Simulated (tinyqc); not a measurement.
Worked calculation (part 2 of 2): UHF in the sto-3g basis, for H2O, spin multiplicity 3. Computed by tinyqc, a small Python program that keeps every step (integrals from PySCF). Command: `OMP_NUM_THREADS=1 python tinyqc.py 22295 22296 out.jsonl` (the two numbers bound the seeds that draw the settings). One thread of a shared host (Intel(R) Xeon(R) Processor @ 2.60GHz), about 0.1 s of CPU time with the checks.

Geometry (angstrom):
```
atom,x,y,z
O,0.000000,0.000000,0.000000
H,0.000000,0.910000,0.840000
H,0.000000,-0.910000,0.840000
```

## Iteration 11 (converged): orbitals

converged F(alpha) (hartree), lower triangle:
```
,1O 1s,1O 2s,1O 2px,1O 2py,1O 2pz,2H 1s,3H 1s
1O 1s,-20.396035
1O 2s,-5.206773,-2.570195
1O 2px,0.000000,0.000000,-0.594648
1O 2py,0.000000,0.000000,0.000000,-0.256106
1O 2pz,-0.007991,-0.082670,0.000000,0.000000,-0.560057
2H 1s,-0.622345,-0.635913,0.000000,-0.311840,-0.242042,-0.441646
3H 1s,-0.622345,-0.635913,0.000000,0.311840,-0.242042,-0.240904,-0.441646
```

converged F(beta) (hartree), lower triangle:
```
,1O 1s,1O 2s,1O 2px,1O 2py,1O 2pz,2H 1s,3H 1s
1O 1s,-20.357012
1O 2s,-5.166322,-2.347048
1O 2px,0.000000,0.000000,0.304262
1O 2py,0.000000,0.000000,0.000000,-0.367777
1O 2pz,-0.007288,0.017801,0.000000,0.000000,-0.316164
2H 1s,-0.616715,-0.609501,0.000000,-0.288451,-0.273177,-0.135299
3H 1s,-0.616715,-0.609501,0.000000,0.288451,-0.273177,-0.183632,-0.135299
```

X, lower triangle:
```
,1O 1s,1O 2s,1O 2px,1O 2py,1O 2pz,2H 1s,3H 1s
1O 1s,1.023111
1O 2s,-0.131936,1.103663
1O 2px,0.000000,0.000000,1.000000
1O 2py,0.000000,0.000000,0.000000,1.041968
1O 2pz,-0.005640,0.050069,0.000000,0.000000,1.030668
2H 1s,0.015715,-0.167667,0.000000,-0.129004,-0.103117,1.082298
3H 1s,0.015715,-0.167667,0.000000,0.129004,-0.103117,-0.056711,1.082298
```

Diagonalise F' = X^T F X, C = X C', fill 6 alpha and 4 beta electrons from the bottom; D(s) = C_occ C_occ^T. Each column has its largest component positive (the first on a tie).

F' = X^T F X (alpha) (hartree), lower triangle:
```
,1,2,3,4,5,6,7
1,-20.023795
2,-2.673080,-1.594426
3,0.000000,0.000000,-0.594648
4,0.000000,0.000000,0.000000,-0.117067
5,-0.022621,-0.012596,0.000000,0.000000,-0.507461
6,-0.054238,-0.246193,0.000000,-0.316553,-0.149374,-0.210606
7,-0.054238,-0.246193,0.000000,0.316553,-0.149374,-0.124934,-0.210606
```

orbital energies (alpha) (hartree): MO1 -20.404491, MO2 -1.334236, MO3 -0.601823, MO4 -0.594648, MO5 -0.549318, MO6 -0.120671, MO7 0.346579

coefficients C (alpha):
```
,MO1,MO2,MO3,MO4,MO5,MO6,MO7
1O 1s,0.994451,-0.252938,0.064752,0.000000,0.000000,0.087099,0.000000
1O 2s,0.023369,0.967853,-0.312378,0.000000,0.000000,-0.509260,0.000000
1O 2px,0.000000,0.000000,0.000000,1.000000,0.000000,0.000000,0.000000
1O 2py,0.000000,0.000000,0.000000,0.000000,0.622858,0.000000,0.855003
1O 2pz,0.001877,0.097215,0.839754,0.000000,0.000000,-0.609459,0.000000
2H 1s,-0.003657,0.074266,0.242336,0.000000,0.466632,0.707567,-0.669004
3H 1s,-0.003657,0.074266,0.242336,0.000000,-0.466632,0.707567,0.669004
```

F' = X^T F X (beta) (hartree), lower triangle:
```
,1,2,3,4,5,6,7
1,-19.989501
2,-2.667677,-1.319573
3,0.000000,0.000000,0.304262
4,0.000000,0.000000,0.000000,-0.242594
5,-0.039237,0.143638,0.000000,0.000000,-0.217043
6,-0.045829,-0.334110,0.000000,-0.309603,-0.264779,0.143281
7,-0.045829,-0.334110,0.000000,0.309603,-0.264779,-0.076719,0.143281
```

orbital energies (beta) (hartree): MO1 -20.364042, MO2 -1.122849, MO3 -0.506481, MO4 -0.450157, MO5 0.304262, MO6 0.477494, MO7 0.483886

coefficients C (beta):
```
,MO1,MO2,MO3,MO4,MO5,MO6,MO7
1O 1s,0.994991,-0.248864,0.000000,0.049828,0.000000,0.101323,0.000000
1O 2s,0.021148,0.952045,0.000000,-0.264274,0.000000,-0.563502,0.000000
1O 2px,0.000000,0.000000,0.000000,0.000000,1.000000,0.000000,0.000000
1O 2py,0.000000,0.000000,0.798245,0.000000,0.000000,0.000000,-0.694109
1O 2pz,0.001528,-0.009395,0.000000,0.814460,0.000000,-0.650112,0.000000
2H 1s,-0.003209,0.103500,0.305252,0.280778,0.000000,0.689455,0.756395
3H 1s,-0.003209,0.103500,-0.305252,0.280778,0.000000,0.689455,-0.756395
```

D(alpha) after iteration 11, lower triangle:
```
,1O 1s,1O 2s,1O 2px,1O 2py,1O 2pz,2H 1s,3H 1s
1O 1s,1.064689
1O 2s,-0.286151,1.294212
1O 2px,0.000000,0.000000,1.000000
1O 2py,0.000000,0.000000,0.000000,0.387952
1O 2pz,-0.021430,0.142186,0.000000,0.000000,1.086081
2H 1s,0.054898,-0.364242,0.000000,0.290646,-0.220518,0.782653
3H 1s,0.054898,-0.364242,0.000000,-0.290646,-0.220518,0.347161,0.782653
```

D(beta) after iteration 11, lower triangle:
```
,1O 1s,1O 2s,1O 2px,1O 2py,1O 2pz,2H 1s,3H 1s
1O 1s,1.054423
1O 2s,-0.229055,0.976677
1O 2px,0.000000,0.000000,0.000000
1O 2py,0.000000,0.000000,0.000000,0.637195
1O 2pz,0.044441,-0.224153,0.000000,0.000000,0.663435
2H 1s,-0.014959,0.024266,0.000000,0.243666,0.227705,0.182738
3H 1s,-0.014959,0.024266,0.000000,-0.243666,0.227705,-0.003620,0.182738
```

## Convergence

Stop when the energy changes by less than 1e-10 hartree and every element of the error matrix X^T (F D S - S D F) X (for each spin) is below 3e-06.

Course of the cycle:
```
iteration,E (hartree),change,largest element of the error matrix
1,-75.27763518,-,4.43e-01
2,-74.69847614,5.79e-01,2.22e-02
3,-74.70258560,-4.11e-03,1.84e-02
4,-74.70499496,-2.41e-03,1.49e-02
5,-74.70925743,-4.26e-03,3.59e-03
6,-74.70959915,-3.42e-04,1.83e-04
7,-74.70959937,-2.13e-07,3.24e-05
8,-74.70959937,-4.39e-09,1.27e-05
9,-74.70959937,-7.78e-10,8.02e-06
10,-74.70959937,-1.05e-09,1.93e-06
11,-74.70959937,-7.84e-11,6.41e-07
```

PySCF UHF in the same basis, after a stability check = -74.70959937 hartree

Converged in 11 iterations.

## Populations, bond orders and dipole

overlap S, lower triangle:
```
,1O 1s,1O 2s,1O 2px,1O 2py,1O 2pz,2H 1s,3H 1s
1O 1s,1.000000
1O 2s,0.236704,1.000000
1O 2px,0.000000,0.000000,1.000000
1O 2py,0.000000,0.000000,0.000000,1.000000
1O 2pz,0.000000,0.000000,0.000000,0.000000,1.000000
2H 1s,0.027721,0.310890,0.000000,0.211446,0.195180,1.000000
3H 1s,0.027721,0.310890,0.000000,-0.211446,0.195180,0.159055,1.000000
```

Mulliken: Z minus the diagonal of D S on the atom; Loewdin: the same with S^(1/2) D S^(1/2); Mayer order: 2 sum_s sum (D(s) S)_ij (D(s) S)_ji over the two atoms.

Charges (e):
```
atom,Mulliken,Loewdin,Mulliken spin
1O,0.059651,0.097757,1.081379
2H,-0.029826,-0.048879,0.459311
3H,-0.029826,-0.048879,0.459311
```

Mayer bond orders:
```
pair,order
2-1,0.656353
3-1,0.656353
3-2,0.131791
```

dipole moment about the origin, x y z (debye): 0.000000  0.000000  -0.002244

<S^2> of the determinant (pure state: 2) = 2.049983
